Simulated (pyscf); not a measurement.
PySCF, gas phase, ωB97X-D3(BJ)/def2-SVP geometries.

Q: For the elementary gas-phase step H₂N–Si•(Cl)–Cl + ammonia (NH₃) → H₂N–SiH(Cl)–Cl + amino radical (NH₂•) (doublet surface; H–N broken, H–Si formed), what barrier and reaction energy does M06-2X/def2-TZVP give, measured from the separated reactants?

A: ΔE‡ = 1.06 eV, ΔE = +0.88 eV. ωB97M-D3(BJ)/def2-TZVP gives 0.92 eV and +0.73 eV. Zero-point energy shifts the barrier by -0.14 eV. It is a hydrogen abstraction, with an imaginary mode of 1008i cm⁻¹. One saddle was located; it need not be the lowest between these sides. The angle at the transferred H is 150°.
